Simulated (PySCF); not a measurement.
**How well do the runs reproduce experiment for carbonyl fluoride?**

**What was measured.**

NIST CCCBDB Release 22 (SRD 101), experimental dipoles lists, for the gas: dipole moment (microwave Stark effect) 0.95 D.

The runs below try to reproduce these values; the comparison stands at the end.

Carbonyl fluoride, CF2O.
Numbering: `[O:1]=[C:2]([F:3])[F:4]`

Geometry (PBE0-D3(BJ)/def2-SVP, Å), atoms numbered from 1 in this order:
```
atom  x, y, z in Å
O1    -0.347    1.057    0.794
C2    -0.063    0.028    0.312
F3     0.944   -0.731    0.657
F4    -0.699   -0.563   -0.665
```

The PySCF runs (gas phase, on this PBE0-D3(BJ)/def2-SVP geometry; no spin–orbit coupling):

| level | job | basis functions | wall time |
| --- | --- | --- | --- |
| PBE0-D3(BJ)/def2-SVP, grid level 1 | geometry optimisation from a GFN2-xTB start shaken at random | 56 | 4.6 s |
| CAM-B3LYP/def2-SVPD | 6 singlets by full TDDFT, polarisability, dynamic polarisability | 89 | 3.6 s |
| BHandHLYP/aug-pcX-1 (pcseg-1 on H) | K-edge TDA, 28 lines | 132 | 2.8 s |

Hardware: one thread, Arm Neoverse V2 (aarch64), shared host.

**Comparison with experiment**

**Dipole moment.** Measured: 0.95 D (NIST CCCBDB Release 22 (SRD 101), experimental dipoles).

| level | computed (D) | computed − measured (D) | % (from the printed values) |
| --- | --- | --- | --- |
| PBE0-D3(BJ)/def2-SVP | 1.12 | +0.17 | +18 |
| CAM-B3LYP/def2-SVPD | 1.11 | +0.16 | +17 |
| BHandHLYP/aug-pcX-1 | 1.13 | +0.18 | +19 |

Closest is CAM-B3LYP/def2-SVPD (+0.16 D), furthest BHandHLYP/aug-pcX-1 (+0.18 D); one molecule doesn't rank methods. All 3 levels lie above the measurement. The computed dipoles belong to one fixed geometry; measured ones are averaged over vibrations unless marked μe. Magnitudes are compared, not signs.

The geometry is computed, not the measured one. Where a level misses, the cause wasn't examined.
